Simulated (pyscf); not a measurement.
# Hydrogen abstraction: `[SiH2][SiH2][AsH2]` [doublet] + `[H][H]` → `[SiH3][SiH2][AsH2]` + `[H]` [doublet]

Gas phase, doublet surface, charge 0. Bonds broken: H6–H9. Bonds formed: Si5–H9. PySCF, gas phase, ωB97X-D3(BJ)/def2-SVP geometries.

Transition state (Å):

```xyz
11

As     1.5406    -0.2736    -1.6783
H      1.2951    -1.5514    -2.4627
H      1.1178     0.6144    -2.8375
Si    -0.6268    -0.2480    -0.7533
Si    -0.9418     1.8898     0.1204
H      1.0811     2.4027     2.0516
H     -0.6765    -1.2500     0.3521
H     -1.6873    -0.5808    -1.7499
H      0.1812     2.1493     1.1821
H     -2.2669     2.0539     0.7875
H     -0.7990     2.9161    -0.9553
```

One imaginary mode, 903i cm⁻¹; descent along it reached the two sides named.

```tsv
bond	change	reactant side (Å)	saddle	product side
H6–H9	breaks	0.761	1.277	3.7
Si5–H9	forms	3.3	1.567	1.492
```

Electronic energies relative to the separated reactants (kcal/mol):

```
level                   barrier  reaction energy  reverse barrier
----------------------  -------  ---------------  ---------------
ωB97X-D3(BJ)/def2-TZVP     18.9            +14.3              4.6
PBE/def2-TZVP              17.0            +16.6              0.4
r²SCAN/def2-TZVP           17.6            +18.4             -0.9
B3LYP-D3(BJ)/def2-TZVP     18.1            +17.8              0.3
PBE0-D3(BJ)/def2-TZVP      17.2            +15.4              1.9
M06-2X/def2-TZVP           22.5            +17.2              5.3
ωB97M-D3(BJ)/def2-TZVP     19.1            +14.4              4.7
HF/def2-TZVP               21.6             +9.7             12.0
```

With ωB97M-D3(BJ)/def2-TZVP energies and thermal terms (ideal gas, 1 atm, RRHO with modes under 100 cm⁻¹ raised to 100, one conformer, R ln 2 for chiral ones without a mode under 150 cm⁻¹), in kcal/mol:

| T (K) | ΔH‡ | ΔG‡ | ΔH | ΔG |
|---|---|---|---|---|
| 298 | 16.9 | 24.7 | +13.6 | +14.9 |
| 600 | 16.6 | 32.8 | +13.6 | +16.4 |
| 900 | 16.9 | 40.9 | +14.0 | +17.7 |
| 1200 | 17.4 | 48.8 | +14.7 | +18.9 |

At r²SCAN this geometry lies under the product side: in single points on another level's saddle the reverse barrier vanishes, and the forward threshold there is about the reaction energy. •H₂Si–SiH₂–AsH₂ lies 24.5 kcal/mol over its isomer H₃Si–As•–SiH₃ (electronic energy, ωB97M-D3(BJ)/def2-TZVP). H₃Si–SiH₂–AsH₂ lies 7.4 kcal/mol over its isomer H₃Si–AsH–SiH₃ (electronic energy, ωB97M-D3(BJ)/def2-TZVP). This is the saddle that the search found; another between the same sides may lie lower. The angle at the transferred H is 178°. Elements up to Kr have no core potential and no relativistic terms here.
